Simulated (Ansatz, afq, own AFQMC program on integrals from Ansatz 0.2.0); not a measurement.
## CH4OSi, singlet: energetics from AFQMC and coupled cluster

```json
{"atom": "C", "x (Å)": "-0.6241", "y (Å)": "0.4711", "z (Å)": "-0.2789"}
{"atom": "Si", "x (Å)": "1.2121", "y (Å)": "0.1475", "z (Å)": "-0.7294"}
{"atom": "O", "x (Å)": "1.5901", "y (Å)": "-0.9994", "z (Å)": "0.4301"}
{"atom": "H", "x (Å)": "-1.2128", "y (Å)": "-0.4619", "z (Å)": "-0.3601"}
{"atom": "H", "x (Å)": "-1.0965", "y (Å)": "1.2241", "z (Å)": "-0.9292"}
{"atom": "H", "x (Å)": "-0.7141", "y (Å)": "0.8222", "z (Å)": "0.7661"}
{"atom": "H", "x (Å)": "0.9067", "y (Å)": "-1.2716", "z (Å)": "1.0557"}
```

Geometry: a PBE0/def2-SVP stationary point, not shown to be a minimum. Basis def2-TZVP. Noble-gas cores (and the filled d shells of Ga–Kr and In–Xe) are frozen. AFQMC by an in-house program on the Cholesky factors that Ansatz 0.2.0 writes for its CCSD(T) run. The CISD trial takes its coefficients from CCSD amplitudes. Released means that phaseless walkers are propagated on without the constraint, phases kept. Error bars are statistical, one sigma.

Best estimates are CCSD(T) at the basis-set limit (def2-TZVPP/QZVPP) plus the step from CCSD(T) to the highest rung at hand in def2-TZVP, named in the table (released AFQMC can keep some 10 meV of bias). Fragments are relaxed and keep their bonds. No zero-point, core-correlation or spin–orbit terms. Other levels are in def2-TZVP; a dash marks a level that is missing or breaks spin symmetry for a member.

Cautions: CH₄OSi (singlet): restricted determinant unstable towards unrestricted (UHF 18 meV lower, ⟨S²⟩ 0.17), the released value is read at 0.99 1/Eh, later times being too noisy (meV from the phaseless value at times in 1/Eh: -3 ± 6 at 0.24, -19 ± 9 at 0.51, -5 ± 9 at 0.99, -25 ± 16 at 1.50); CH₃Si (doublet): the released energies are still falling, so no released level is given (meV from the phaseless value at times in 1/Eh: -6 ± 4 at 0.24, -14 ± 3 at 0.51, -15 ± 4 at 0.99, -21 ± 5 at 1.62, -24 ± 6 at 2.40), though the last usable value meets CCSDT(Q) within the noise, its ph-AFQMC/CISD value lies 20 ± 5 meV above CCSDT(Q).

```csv
process,best estimate (kcal/mol),highest rung
Si2–O3 → CH3Si (doublet; CH3–Si) + HO (doublet),125.9 ± 0.2,released AFQMC
Si2–C1 → SiHO (doublet; Si–OH) + CH3 (doublet),77.5 ± 0.2,released AFQMC
to free atoms,611.4 ± 0.2,released AFQMC
```

Errors against the best estimates in kcal/mol, the processes numbered in the order above:

```json
{"level": "MP2", "error, 1": "4.0", "error, 2": "-0.2", "error, 3": "-17.7"}
{"level": "CCSD(T)", "error, 1": "-4.3", "error, 2": "-3.1", "error, 3": "-25.2"}
{"level": "ph-AFQMC/CISD", "error, 1": "-3.7 ± 0.2", "error, 2": "-3.0 ± 0.2", "error, 3": "-24.7 ± 0.2"}
{"level": "CCSD(T)/CBS", "error, 1": "0.0", "error, 2": "0.0", "error, 3": "-0.2"}
{"level": "PBE", "error, 1": "-1.9", "error, 2": "-2.7", "error, 3": "3.1"}
{"level": "r2SCAN", "error, 1": "-5.0", "error, 2": "-6.3", "error, 3": "-5.1"}
{"level": "PBE0", "error, 1": "-6.0", "error, 2": "-3.8", "error, 3": "-9.3"}
{"level": "B3LYP", "error, 1": "-6.2", "error, 2": "-6.5", "error, 3": "-7.7"}
{"level": "wB97M-V", "error, 1": "0.7", "error, 2": "1.4", "error, 3": "0.6"}
{"level": "B2PLYP", "error, 1": "-3.3", "error, 2": "-4.4", "error, 3": "-11.6"}
```

Cost at the first geometry (cards were shared with other jobs): PBE0/def2-TZVP, 3.8 s on 1 thread of AMD EPYC 7R13 Processor (Zen 3) (shared host); RCCSD(T)/def2-TZVP, 3.8 s on 1 × NVIDIA H100 80GB HBM3 with 1 thread of AMD EPYC 7R13 Processor (Zen 3), on a shared host; CCSD(T)/def2-QZVPP, 3.2 s on 1 × NVIDIA H100 80GB HBM3 with 1 thread of AMD EPYC 7R13 Processor (Zen 3), with other jobs on the host; ph-AFQMC/CISD with release, 3.1 min on 1 × NVIDIA H100 80GB HBM3 with 2 threads of AMD EPYC 7R13 Processor (Zen 3) (shared host).

Best estimates are given only where the step beyond CCSD(T) is under 0.3 eV and no member's determinant is very poor (T1 over 0.05, or 0.07 for open shells, ⟨S²⟩ too high by 0.3, two states mixed), so the hardest cases are missing from such tables.

The functionals ran in a triple-zeta set and keep a basis error of their own, a few kJ/mol for each bond in atomization energies and more for double hybrids, so close places among them and the extrapolated levels can swap.

Each member of a difference takes its own highest rung, so a best estimate needn't equal the limit plus the step of one row. A walk keeps the symmetry of its determinant, which the program's search chose and which needn't be the lowest solution, so a lower state of the same spin and another symmetry isn't excluded. Released energies are given only where the last usable release times agree within the noise; a slower fall can still hide under it.
